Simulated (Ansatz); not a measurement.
AlH2⁻, singlet in 6-31++G**: errors against full CI

Geometry: a point of a breathe scan, not a stationary point.

```xyz
3

Al    0.0000   -0.1201    0.0000
H     0.0000    1.6077   -1.8271
H     0.0000    1.6077    1.8271
```

Basis 6-31++G** (Cartesian d functions); Ansatz 0.2.0. Correlated methods freeze the noble-gas cores, which leaves 6 electrons in 30 orbitals. Prefix R: restricted or restricted open-shell reference. Active spaces: pair = (2e, 2o) about the gap; valence = (6e, 6o) chosen from the atoms' valence shells.

Full CI is exact within this basis and frozen core; it isn't the basis-set limit.

```
UHF ⟨S²⟩                          : 0.000
T1 diagnostic (RCCSD)             : 0.0331
largest doubles amplitude (RCCSD) : 0.069
```

```json
{"level": "RMP2", "E − E(RHF) (eV)": "-1.8772"}
{"level": "RCCSD", "E − E(RHF) (eV)": "-2.6521"}
{"level": "RCCSD(T)", "E − E(RHF) (eV)": "-2.7254"}
```

Q: Estimate how far full CI in 6-31++G** lies from RCCSD(T). The table doesn't fix it; the size of (T) and the diagnostics are the guide.

A: Full CI in 6-31++G** lies 2.6 kJ/mol below RCCSD(T), which is 37 % of the (T) step (-7.1 kJ/mol). T1 is raised, and the rest is a large part of (T).

The other levels:

| level | E − E(full CI) (kJ/mol) | share of correlation (%) | wall time |
| --- | --- | --- | --- |
| CISD | 24.9 | 90.62 | 0.63 s |
| BCCD(T) | 2.7 | 98.97 | 0.42 s |
| RCCSDT | 0.2 | 99.92 | – |
| RCCSDT(Q) | 0.0 | 100.01 | 1.1 s |
| RCCSDTQ | 0.0 | 100.01 | 14 s |
| CASSCF (pair space) | 208.3 | 21.55 | – |
| NEVPT2 (pair space) | 67.7 | 74.50 | 0.54 s |
| MRCISD (pair space) | 14.4 | 94.58 | – |
| MRCISD+Q (pair space) | -4.2 | 101.59 | 0.84 s |
| CASSCF (valence space) | 110.3 | 58.48 | – |
| NEVPT2 (valence space) | 37.1 | 86.04 | 0.45 s |
| MRCISD (valence space) | 6.4 | 97.61 | – |
| MRCISD+Q (valence space) | 2.4 | 99.09 | 0.84 s |

The correlation energy at full CI, counted from RHF, is -2.752 eV. That run took 21 s on 1 thread of Arm Neoverse V1, shared host over 4,171,528 determinants.

Times hold each run's SCF and search for its determinant on a shared host, so for small cases they say little of a method's own cost; they ran on 1 thread of Arm Neoverse V1.

More than 5 meV below full CI, which no variational method can be: MRCISD+Q (pair space).

The full-CI state has the irrep A1 of C2v, in the program's axes.

Natural occupations of full CI about the gap: 1.934 1.907 1.873 0.089 0.087 0.050 0.015 0.013 0.007 0.007; effectively unpaired electrons, Σ n²(2−n)², 0.17.
